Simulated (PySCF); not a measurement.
XPS shifts beside NMR shieldings

C4H6F (charge +1).
Atom-mapped SMILES: `[CH2:1]=[CH:2][CH+:3][CH2:4][F:5]`

Binding energies: delta-SCF UKS SCAN, pcX-2 on the ionised atom, pcseg-1 elsewhere, spin-free X2C (PySCF 2.14.0). Shieldings: GIAO B97-2/pcSseg-2, non-relativistic, same geometry.

| atom | isotropic shielding (ppm) |
| --- | --- |
| C2 | 36.9 |
| C3 | -68.3 |
| C4 | 89.7 |

Problem. What are the C 1s binding energies of these atoms?

Solution. 
```json
{"atom": "C2", "environment": "carbon bonded to 2 C and H", "C 1s (eV)": "297.46", "isotropic shielding (ppm)": "36.9"}
{"atom": "C3", "environment": "carbon bonded to 2 C and H", "C 1s (eV)": "298.37", "isotropic shielding (ppm)": "-68.3"}
{"atom": "C4", "environment": "sp3 C–F carbon", "C 1s (eV)": "299.21", "isotropic shielding (ppm)": "89.7"}
```

Problem. Among the listed atoms, is the one with the highest binding energy also the least shielded?

Solution. No. The highest binding energy is at C4 (299.21 eV, shielding 89.7 ppm), the lowest shielding at C3 (-68.3 ppm, 298.37 eV).

By binding energy: C2 < C3 < C4. By shielding: C3 < C2 < C4.

The unrestricted hole states depart most from a pure doublet (⟨S²⟩ = 0.75; over 0.85 named) for C 1s of C3 (0.96), which makes this value less certain. The species carries charge +1, so core ionisation leaves charge +2. One conformer (not necessarily the lowest) at the PBE0-D3(BJ)/def2-SVP geometry, without solvent, vibrations or thermal averaging.

Shape of the structure used: `[CH2:1]=[CH:2][CH+:3][CH2:4][F:5]`: C1–C2–C3–C4 180°, C2–C3–C4–F5 0°.
